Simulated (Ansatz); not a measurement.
The first iterations of a band of HO2S (4 atoms, charge -1, multiplicity 1).

The calculation used Ansatz, RKS B3LYP-D4/def2-SVP.

| Item | Value |
| --- | --- |
| movable images | 9 |
| climbing image | yes |
| spring | 5.0 eV/Å² |
| optimiser | quadratic models (default) |
| start path | through a guess of the saddle point |
| force threshold | 0.05 eV/Å |
| iteration limit | 60 |
| end points | relaxed |

First end point:

```xyz
4
Properties=species:S:1:pos:R:3
O -1.409 0.872 -0.390
S -0.512 0.310 0.771
O 0.681 -0.878 0.082
H 1.241 -0.304 -0.462
```

Last end point:

```xyz
4
Properties=species:S:1:pos:R:3
O -1.196 0.712 -0.359
S 0.002 0.174 0.409
O 0.062 -1.343 0.510
H 1.132 0.456 -0.559
```

| iteration | highest image above the first end (eV) | largest band force component (eV/Å) |
| --- | --- | --- |
| 1 | 2.295 | 3.232 |
| 2 | 2.121 | 2.931 |
| 3 | 1.903 | 13.992 |

Problem. Does the band converge within its limit, and where does its top end?

Solution. The run converged. It ended after 10 iterations with the highest image 1.796 eV above the first end. A vibrational analysis at the climbing image gives one clearly imaginary mode, 1562i cm⁻¹: a first-order saddle point. The orbitals stay closed-shell, which can raise the energy where a bond breaks towards radicals; this wasn't checked here. Limits of this set-up: an anion without diffuse functions, the dipole of an ion depends on the origin.

The run took 84 s on 1 thread of Arm Neoverse V2 (shared host), peak memory 0.095 GiB.
